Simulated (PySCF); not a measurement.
**The electron affinity along the third row**

All values are computed (PySCF 2.14, energy differences of UHF-based or UKS calculations, no spin-orbit coupling). Values in eV. The last column holds reference values (measured affinities from photodetachment; the arrow runs from anion to atom). Unmarked ones compare directly (S terms, centres of terms, or small fine structure); those marked * lie between the lowest fine-structure levels and include a spin-orbit shift.

| element | configurations | LDA | PBE | PBE0 | r2SCAN | MP2 (valence and next inner shell) | SCS-MP2 (valence and next inner shell) | reference |
| --- | --- | --- | --- | --- | --- | --- | --- | --- |
| Al (aug-cc-pCVQZ-DK, spin-free X2C) | [Ne] 3s2 3p2 → [Ne] 3s2 3p1 | 0.640 | 0.583 | 0.529 | 0.601 | 0.358 | 0.260 | 0.433 * |
| Si (aug-cc-pCVQZ-DK, spin-free X2C) | [Ne] 3s2 3p3 → [Ne] 3s2 3p2 | 1.587 | 1.488 | 1.449 | 1.526 | 1.393 | 1.212 | 1.390 * |
| P (aug-cc-pCVQZ-DK, spin-free X2C) | [Ne] 3s2 3p4 → [Ne] 3s2 3p3 | 1.029 | 0.877 | 0.775 | 0.787 | 0.524 | 0.611 | 0.747 * |
| S (aug-cc-pCVQZ-DK, spin-free X2C) | [Ne] 3s2 3p5 → [Ne] 3s2 3p4 | 2.383 | 2.154 | 2.053 | 2.115 | 2.009 | 2.018 | 2.077 * |
| Cl (aug-cc-pCVQZ-DK, spin-free X2C) | [Ar] → [Ne] 3s2 3p5 | 3.917 | 3.635 | 3.550 | 3.592 | 3.717 | 3.628 | 3.613 * |

The highest occupied level of the anion is positive for Al⁻ at LDA, PBE, PBE0, r2SCAN; Si⁻ at LDA, PBE, PBE0, r2SCAN; P⁻ at LDA, PBE, PBE0, r2SCAN; S⁻ at LDA, PBE, PBE0, r2SCAN; Cl⁻ at LDA, PBE, r2SCAN, so there the basis helps to hold the electron.

"Valence" correlates the outer s and p shells and, in groups 3 to 12 and the f block, the outer d or f shell, open or full, or the next shell where the ion has no valence electron left; the wider scheme adds the next inner shell.
